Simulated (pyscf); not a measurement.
5 gas-phase steps of one pattern: four-centre exchange on the singlet surface, B–C + Cl–H or B–C + F–H broken and B–Cl + C–H or B–F + C–H formed. Optimised with ωB97X-D3(BJ)/def2-SVP in PySCF. Correlated levels are frozen-core, on RHF or UHF. ΔMP2 is the change of the MP2 total energy from the triple- to the quadruple-zeta basis. Electronic energies in kcal/mol, from the separated reactants; ΔE‡ and ΔE at CCSD(T)/def2-TZVPP + ΔMP2(QZVPP). Rows were drawn at random from the steps of this pattern with a verified saddle, stable references and no exit in the data more than 5 kcal/mol lower.

```tsv
row	step	ΔE	ΔE‡
1	HF + H₃C–BH–F -> F–BH–F + CH₄	-36.6	23.8
2	H₂B–CH₃ + HF -> H₂B–F + CH₄	-34.4	17.2
3	HF + H₃C–B(F)–F → F–B(F)–F + CH₄	-30.6	?
4	H₂B–CH=CH₂ + HF → H₂B–F + H₂C=CH₂	-27.9	17.5
5	HCl + H₃C–BH–Cl → Cl–BH–Cl + CH₄	-19.6	25.5
```

Question: Fit ΔE‡ = a + b·ΔE to the other rows and predict row 3.

Answer: Over the 4 complete rows the means are -29.6 (ΔE) and 21.0 (ΔE‡); least squares gives b = 0.22 and a = 27.5 kcal/mol, with residuals of 3.4 kcal/mol (root mean square; largest 4.4, row 1). For row 3: 27.5 + 0.22 × (-30.6) = 20.8 kcal/mol. The computed barrier is 28.9 kcal/mol, 8.1 over the line. The scatter is large against the spread of the barriers, so the line says little here. Each barrier is that of the saddle found. The CCSD(T) − MP2 part came from Ansatz, without density fitting, on the same reference.
